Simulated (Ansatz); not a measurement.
Results of LC-ωPBE in Ansatz (plane waves, PAW) for rock-salt MgS.

Settings: plane-wave cutoff 520 eV, 10×10×10 k mesh, scalar-relativistic PAW data made under PBE.

Computed at the level's own relaxed cell.

Hill averages of the elastic tensor: K = 86.6 GPa, G = 60.8 GPa. Volume 17.228 Å³/atom, mean atomic mass 28.185 u.

Q: Work out the density, the sound velocities of a polycrystal and the elastic Debye temperature at this level.

A: ρ = 1.66054 × 28.185/17.228 = 2.717 g/cm³. v_l = √[(K + 4G/3)/ρ] = 7.856 km/s and v_t = √(G/ρ) = 4.730 km/s. The mean follows from 3/v_m³ = 1/v_l³ + 2/v_t³: v_m = 5.231 km/s. Θ_D = (ħ/k_B) v_m (6π²/V)^(1/3) = 76.38 K Å s/km × 5.231 × 1.5092 Å⁻¹ = 603 K, counting all atoms of the cell.

Ansatz is a program for electronic structure.
